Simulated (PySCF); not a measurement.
ozone (O₃), SMILES O=[O+][O-]. Heavy atoms are numbered as in [O:1]=[O+:2][O-:3].

Geometry optimised at PBE0-D3(BJ)/def2-TZVP. The molecule may have multireference character, which single-reference levels describe poorly.

Computed with PySCF with PBE0/pcSseg-2.

GIAO shieldings, no solvent; atoms alike by connectivity are averaged. δ = σ(ref) − σ: ¹⁷O against H2O (σ = 327.8 ppm), references at their B3LYP-D3(BJ)/def2-TZVP geometries, non-relativistic.

```tsv
nucleus	atoms	count	δ (ppm)
¹⁷O	O1	2	1805.6
¹⁷O	O2	1	1403.5
```
